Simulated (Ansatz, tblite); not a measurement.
# AlH2(NH2) (AlNH4): removing an electron

The task here is to estimate one member of a computed series from the others.

The runs use Ansatz 0.2.0, Gaussian basis; as each input shows.

Plan: charge +1 doublet, at the geometry of the singlet (PBE0-D4/def2-TZVP, PBE-D4/def2-TZVP, r2SCAN-D4/def2-TZVP, CCSD(T)/def2-TZVPP); charge +1 doublet, relaxed (PBE0-D4/def2-TZVP, PBE-D4/def2-TZVP); the starting singlet's energies come from earlier runs.

## The geometry

The singlet was relaxed beforehand with r2SCAN-D4/def2-TZVP.

6 atoms, charge 0, spin multiplicity 1.

Atoms are counted from 1 here; the program's logs count them from 0.

Bond lengths: Al1–H2 1.582 Å, Al1–H3 1.582 Å, Al1–N4 1.767 Å, N4–H5 1.009 Å, N4–H6 1.009 Å. Angles: H2–Al1–H3 124.4°, H2–Al1–N4 117.8°, H3–Al1–N4 117.8°, Al1–N4–H5 125.0°, Al1–N4–H6 125.0°, H5–N4–H6 110.0°.

Set-up of the first run:

The input, in.yaml:

```yaml
crystal:
  periodic: [false, false, false]
  atoms:
    - {symbol: Al, position_ang: [0.416678, 0.718561, 0.002319]}
    - {symbol: H, position_ang: [1.888741, 0.714781, 0.582975]}
    - {symbol: H, position_ang: [-0.318692, 2.000561, -0.562746]}
    - {symbol: N, position_ang: [-0.469027, -0.810824, -0.005728]}
    - {symbol: H, position_ang: [-1.410166, -0.932729, -0.347189]}
    - {symbol: H, position_ang: [-0.107536, -1.690360, 0.330370]}
basis:
  gaussian: {orbitals: def2-TZVP}
total_charge: 1
magnetization: {spin_polarized: true, initial_magnetization: 1}
hamiltonian: {xc: pbe0, dispersion: d4}
output: {orbitals: {seedname: orbitals}}
```

Launch:

```
$ ansatz run in.yaml --threads 4 --pin off --events-out ev --progress --plain --max-ram 3916MiB
```

Among the steps run: Charge +1 doublet at the fixed geometry, PBE0-D4/def2-TZVP; Charge +1 doublet at the fixed geometry, PBE-D4/def2-TZVP; Charge +1 doublet at the fixed geometry, r2SCAN-D4/def2-TZVP; Charge +1 doublet at the fixed geometry, CCSD(T)/def2-TZVPP.

One table of the session follows, with a row left open; its other results are not shown here.

It belongs to the step «Vertical ionisation energy». 

| method | vertical ionisation energy (eV) |
| --- | --- |
| HF/def2-TZVPP | 8.52 |
| PBE-D4/def2-TZVP | 9.86 |
| r2SCAN-D4/def2-TZVP | ? |
| PBE0-D4/def2-TZVP | 10.02 |
| MP2/def2-TZVPP | 10.19 |
| CCSD/def2-TZVPP | 9.94 |
| CCSD(T)/def2-TZVPP | 10.05 |

**Question.** Estimate the row for r2SCAN-D4/def2-TZVP.

As computed: vertical ionisation energy (eV): 9.93. In the column «vertical ionisation energy (eV)» it lies between PBE-D4/def2-TZVP (9.86) and CCSD/def2-TZVPP (9.94).
